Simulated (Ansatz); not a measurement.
bcc Nb was calculated with PBE-D4 (plane waves, PAW; Ansatz, a quantum-chemistry and plane-wave program).

Settings: plane-wave cutoff 520 eV, 24×24×24 k mesh, Fermi–Dirac smearing 0.05 eV, no spin polarisation, scalar-relativistic PAW data made under PBE.

Computed at the level's own relaxed cell.

Question: Give the computed equilibrium volume per atom, bulk modulus, lattice constant a and pressure derivative B′ of the bulk modulus.

Answer: 
- equilibrium volume per atom: 17.83 Å³/atom
- bulk modulus: 174 GPa
- lattice constant a: 3.291 Å
- pressure derivative B′ of the bulk modulus: 3.8

The run finds no gap.

Measured, for comparison: equilibrium volume per atom 17.87 Å³/atom, lattice constant a 3.294 Å (static lattice: zero-point anharmonic expansion removed; as tabulated in Mejia-Rodriguez and Trickey (2018), arXiv:1807.09216); bulk modulus 173 GPa (0 K value with the zero-point phonon effect removed; as tabulated in Mejia-Rodriguez and Trickey (2018), arXiv:1807.09216). Computed (rounded) less measured: equilibrium volume per atom -0.2 %, bulk modulus +0.6 %, lattice constant a -0.1 %.

The computed numbers hold no vibrational or temperature effects.
